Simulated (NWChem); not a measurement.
A series in which one site is exchanged, each optimised at B3LYP/6-31G* with NWChem, gas phase unless a solvent is named. Pople sets run with spherical d functions. This build's default masses of Se (78.918 u) and Br (79.917 u) are each other's, which moves their modes by up to 0.6 %.

A: S (H$_{2}$S; site = S)
B: O (H2O; site = O)
C: [SeH2] (H2Se; site = Se)
D: [BeH2] (BeH2; site = Be)

```csv
quantity,A,B,C,D
"dipole (D), B3LYP/6-31G*",1.42,2.09,0.99,___
"highest harmonic frequency (cm⁻¹), B3LYP/6-31G*",2708,3845,2432,___
"vertical ionisation energy, ΔSCF, PBE/def2-SVP (eV)",10.26,12.34,9.70,___
"lowest singlet excitation, PBE/def2-SVPD, TDA (eV)",5.82,6.95,5.16,___
```

What belongs in the gaps?


- dipole (D), B3LYP/6-31G*, D: 0.00
- highest harmonic frequency (cm⁻¹), B3LYP/6-31G*, D: 2285
- vertical ionisation energy, ΔSCF, PBE/def2-SVP (eV), D: 11.64
- lowest singlet excitation, PBE/def2-SVPD, TDA (eV), D: 5.93
